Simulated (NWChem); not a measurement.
Basis-set dependence for fluoromethane (CH3F)

```
C
F 1 1.3634
H 1 1.1027 2 110.04
H 1 1.1027 3 108.90 2 -120.69
H 1 1.1027 3 108.90 4 -118.63
```
Charge 0, spin multiplicity 1.

All runs are NWChem calculations. The geometry was optimised at PBE0/def2-SVP, a minimum by its harmonic frequencies.

Hartree-Fock energies in Ha, correlation energies in mHa.

The correlated methods keep 2 core orbitals frozen. The Pople sets run with spherical d functions. No row is a measurement; the coupled-cluster row has its own basis-set and correlation limits.

```tsv
basis	functions	RHF	MP2	SCS-MP2	RI-MP2	CCSD	CCSD+T(CCSD)	CCSD(T)	CR-CCSD[T]	CR-CCSD(T)
cc-pVDZ	43	-139.04467	-334.2	-331.5	-334.1	-356.1	-363.0	-362.5	-361.9	-361.5
6-311G**	54	-139.07725	-360.3	-357.3	not run	-379.3	-388.6	-388.1	-387.0	-386.6
cc-pVTZ	102	-139.09388	-434.1	-432.7	-434.0	-450.4	-464.2	-463.6	-461.9	-461.4
```

From 6-311G** to cc-pVTZ the Hartree-Fock energy moves by -16.6 mHa and the MP2 correlation energy by -73.7 mHa, which is 17 % of its value in the larger set.
